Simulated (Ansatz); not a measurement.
# C2H2F2 (vinylidene fluoride) at wB97M-V/aug-cc-pVDZ

What is the vertical ionisation energy of C2H2F2 (vinylidene fluoride) at wB97M-V/aug-cc-pVDZ? 

Program for the calculation: Ansatz 0.2.0.

47 further runs of the same task are left out: 47 set aside as unsound or not needed.

### 1 The system as given

C2H2F2 has 6 atoms, charge 0, and is taken as a singlet. SMILES: `C=C(F)F`. The coordinates come from a PBE0-D4/def2-TZVP relaxation.

Bond lengths: C1–C2 1.315 Å, C2–F3 1.313 Å, C2–F4 1.313 Å, C1–H5 1.079 Å, C1–H6 1.079 Å. Angles: C1–C2–F3 125.2°, C1–C2–F4 125.2°, F3–C2–F4 109.6°, C2–C1–H5 119.7°, C2–C1–H6 119.7°, H5–C1–H6 120.6°.

### 2 The energy at wB97M-V/aug-cc-pVDZ

The input, in.yaml:

```yaml
crystal:
  periodic: [false, false, false]
  atoms:
    - {symbol: C, position_ang: [-0.115900, 0.471000, -0.544400]}
    - {symbol: C, position_ang: [0.105000, -0.394600, 0.420100]}
    - {symbol: F, position_ang: [-0.454900, -0.363600, 1.607600]}
    - {symbol: F, position_ang: [0.919200, -1.422100, 0.343000]}
    - {symbol: H, position_ang: [0.394200, 0.360600, -1.488400]}
    - {symbol: H, position_ang: [-0.805600, 1.284800, -0.384200]}
basis:
  gaussian:
    orbitals: aug-cc-pVDZ
hamiltonian:
  xc: {name: wB97M-V}
accuracy: high
output: {orbitals: {seedname: orbitals}}
```

On the command line:

```console
$ ansatz run in.yaml --threads 1 --pin off --max-ram 3480MiB --events-out events.jsonl --progress --plain --runs-dir runs
```

Log:

```text
Warning: RAYON_NUM_THREADS=1 ignored (pool sized by the plan → 1); use --threads N
Functional definition: wB97M-V
  name "wB97M-V"
  parameter omega = 0.3/bohr
  parameter cx = 0.15
  parameter cx01 = 1.007
  parameter cx10 = 0.259
  parameter css00 = 0.443
  parameter css04 = -1.437
  parameter css10 = -4.535
  parameter css20 = -3.390
  parameter css43 = 4.278
  parameter cos00 = 1.000
  parameter cos10 = 1.358
  parameter cos20 = 2.924
  parameter cos21 = -8.812
  parameter cos60 = -1.390
  parameter cos61 = 9.142
  parameter b = 6.0
  parameter c = 0.01
  gx(w, u) = 1 - cx + cx01*u + cx10*w
  gss(w, u) = css00 + css04*u^4 + css10*w + css20*w^2 + css43*w^4*u^3
  gos(w, u) = cos00 + cos10*w + (cos20 + cos21*u)*w^2 + (cos60 + cos61*u)*w^6
  exchange = spin_sum(e_x_unif_sr(omega)*gx(b97_w, b97_u_x)) + cx*exact_x_sr(omega) + exact_x_lr(omega)
  correlation = spin_sum(e_c_pw_mod_same_spin*gss(b97_w, b97_u_same))
      + integral(e_c_pw_mod_opposite_spin*gos(b97_w_opposite, b97_u_opposite)) + vv10(b, c)
2192 factors; integrals over basis functions are off by at most 3.1e-9 eV
427 factors; integrals over basis functions are off by at most 2.2e-9 eV
mean field evaluation 1: about -7534.4115 eV, gradient 4.2e1 eV
mean field evaluation 2: about -7535.5867 eV, gradient 3.6e1 eV
mean field evaluation 4: about -7538.1555 eV, gradient 1.3e0 eV
mean field evaluation 8: about -7538.1611 eV, gradient 6.0e-2 eV
mean field evaluation 16: about -7538.1612 eV, gradient 7.9e-6 eV
mean field -7538.16115089 eV, -277.0223127459 hartree, gradient 4.7e-8 eV, S^2 0.000000; 0 other end points of the search recorded, 0 dependent functions left out
reference -7538.16116036 eV, -277.0223130943 hartree; 16, 16 occupied and 94, 94 virtual orbitals, 2192 factors
Total energy: -7538.16116036 eV, -277.0223130943 hartree
```

Wall time 49 s (1 thread of Arm Neoverse V1, shared host); peak memory 0.58 GiB.

### 3 The doublet cation at the same level

The input, job.yaml:

```yaml
crystal:
  periodic: [false, false, false]
  atoms:
    - symbol: C
      position_ang: [-0.115900, 0.471000, -0.544400]
    - symbol: C
      position_ang: [0.105000, -0.394600, 0.420100]
    - symbol: F
      position_ang: [-0.454900, -0.363600, 1.607600]
    - symbol: F
      position_ang: [0.919200, -1.422100, 0.343000]
    - symbol: H
      position_ang: [0.394200, 0.360600, -1.488400]
    - symbol: H
      position_ang: [-0.805600, 1.284800, -0.384200]
basis:
  gaussian: {orbitals: aug-cc-pVDZ}
total_charge: 1
magnetization: {spin_polarized: true, initial_magnetization: 1}
hamiltonian: {xc: {name: wB97M-V}}
accuracy: high
output: {orbitals: {seedname: orbitals}}
```

On the command line:

```console
$ ansatz run job.yaml --threads 1 --pin off --max-ram 3480MiB --events-out events.jsonl --progress --plain --runs-dir runs
```

Log, cut to the lines that bear on the results:

```text
Warning: RAYON_NUM_THREADS=1 ignored (pool sized by the plan → 1); use --threads N
[... 2 set-up lines as earlier in the session ...]
[...]
  gx(w, u) = 1 - cx + cx01*u + cx10*w
  gss(w, u) = css00 + css04*u^4 + css10*w + css20*w^2 + css43*w^4*u^3
  gos(w, u) = cos00 + cos10*w + (cos20 + cos21*u)*w^2 + (cos60 + cos61*u)*w^6
[...]
      + integral(e_c_pw_mod_opposite_spin*gos(b97_w_opposite, b97_u_opposite)) + vv10(b, c)
2192 factors; integrals over basis functions are off by at most 3.1e-9 eV
427 factors; integrals over basis functions are off by at most 2.2e-9 eV
[...]
mean field -7527.71914060 eV, -276.6385759456 hartree, gradient 4.2e-8 eV, S^2 0.752294; 0 other end points of the search recorded, 0 dependent functions left out
reference -7527.71914909 eV, -276.6385762577 hartree; 16, 15 occupied and 94, 95 virtual orbitals, 2192 factors
Total energy: -7527.71914909 eV, -276.6385762577 hartree
```

It took 91 s on 1 thread of Arm Neoverse V1, shared host; peak memory 0.97 GiB.

### 4 Outcome

At wB97M-V/aug-cc-pVDZ:

| quantity | value |
| --- | --- |
| singlet C2H2F2: total energy | -277.02231 Eh |
| singlet C2H2F2: HOMO energy | -10.10 eV |
| singlet C2H2F2: LUMO energy | 0.48 eV |
| singlet C2H2F2: HOMO–LUMO gap | 10.58 eV |
| doublet cation: total energy | -276.63858 Eh |
| doublet cation: HOMO energy (highest over α and β) | -19.28 eV |
| doublet cation: LUMO energy (lowest over α and β) | -10.77 eV |
| doublet cation: ⟨S²⟩ | 0.752 |
| vertical ionisation energy (to the doublet cation) | 10.442 eV |

In words: Removing an electron at fixed nuclei costs 10.44 eV (1008 kJ/mol). The negative HOMO energy of the first species, 10.10 eV, lies 0.34 eV below that difference.
